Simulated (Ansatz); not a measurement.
C2H4FNO can be A, `N=COCF`, or B, `FC1NCO1`.

Gas-phase electronic energies from Ansatz, PBE0-D4/def2-TZVP geometries. CCSD(T)/CBS adds triple-zeta CCSD(T) − MP2 to the extrapolated MP2 energy (def2 sets, frozen cores). DFT in def2-TZVPP. B3LYP here is the variant with VWN-RPA as its local correlation; programs differ in this. Each species was taken in one conformer, which may not be the lowest.

(1) Which isomer does CCSD(T)/CBS put lower? Give the gap. (Estimate.)

(2) Give E(B) − E(A) in kJ/mol with B3LYP-D4, BLYP-D4, B3LYP, MP2/def2-TZVPP, PBE-D4, r2SCAN-D4, LDA (SPW92). (Best estimate.)

(3) Does the order hold for the free energy at 298.15 K (harmonic terms from PBE0-D4)? (Estimate.)

Largest T1 diagnostic: 0.013.

Results:

(1) Ansatz gave: A, by 33.7 kJ/mol.

(2) Ansatz gave: B3LYP-D4 45.4, BLYP-D4 55.3, B3LYP 46.1, MP2/def2-TZVPP 32.0, PBE-D4 32.4, r2SCAN-D4 37.1, LDA (SPW92) 15.5. None reverses the order clearly.

(3) The calculation gave: Yes: G(B) − G(A) = +41.4 kJ/mol, for one conformer each.

From BLYP to BHLYP (50 % exact exchange), in def2-TZVPP and without D4, E(B) − E(A) moves by −19.4 kJ/mol. Leaving LDA and LC-ωPBE aside and taking each functional with its dispersion term where it has one, the values, not all of them listed here, spread over 34.8 kJ/mol, from PBE-QIDH to BLYP-D4. LDA lies −17.3 kJ/mol from PBE without D4.
